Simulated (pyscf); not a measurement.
Single points on ωB97X-D3(BJ)/def2-SVP structures (PySCF, gas phase).

Question: For H₃Ge–GeH₃ + HF → F–GeH₃ + GeH₄, a four-centre exchange (singlet surface; Ge–Ge, F–H broken, F–Ge, Ge–H formed), PBE/def2-TZVP gives ΔE‡ = 1.57 eV and ΔE = -0.23 eV (zero: the separated reactants). In which direction and how far do B3LYP-D3(BJ)/def2-TZVP, PBE0-D3(BJ)/def2-TZVP, ωB97M-D3(BJ)/def2-TZVP move these?

Answer: B3LYP-D3(BJ): ΔE‡ = 1.82 eV, ΔE = -0.31 eV; PBE0-D3(BJ): ΔE‡ = 1.80 eV, ΔE = -0.18 eV; ωB97M-D3(BJ): ΔE‡ = 1.89 eV, ΔE = -0.33 eV. PBE's barrier lies under all of them, by 0.24 to 0.32 eV. Its reaction energy lies among theirs. Low barriers are usual for a GGA, whose delocalisation error favours stretched bonds. One saddle was located; it need not be the lowest between these sides. Elements up to Kr have no core potential and no relativistic terms here.
